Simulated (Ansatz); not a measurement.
Two shapes of triplet C₃H₄.

Shape 1:

```xyz
7

C    -0.1635    0.9974   -0.8186
C     0.0037    0.0033    0.0013
C     0.1591   -0.9936    0.8201
H    -1.0711    1.0838   -1.4041
H     0.5946    1.7622   -0.9403
H    -0.1676   -0.9249    1.8511
H     0.6169   -1.9190    0.4912
```

Shape 2:

```xyz
7

C     0.6170   -1.0052   -0.5650
C     0.0000    0.0000    0.0000
C    -0.6170    1.0052    0.5650
H     0.3510   -1.3395   -1.5733
H     1.4180   -1.5427   -0.0467
H    -0.2539    2.0317    0.4479
H    -1.5151    0.8505    1.1721
```

Basis set: def2-SVP (spherical functions). Left uncorrelated: 3 orbitals. Charge 0, multiplicity 3.

Computed with Ansatz (development build ahead of 0.2.0); each method stands on the lowest determinant of its kind that the runs found.

**Question.** Which shape is lower in energy, and by how much in each method?

**Answer.**

| method | E(2) − E(1) (eV) |
| --- | --- |
| UHF | -0.106 |
| UHF-MP2 | -0.096 |

Shape 2 is lower. Caution: another spin multiplicity may lie lower; the unrestricted determinant is spin contaminated; the determinant breaks the point group.
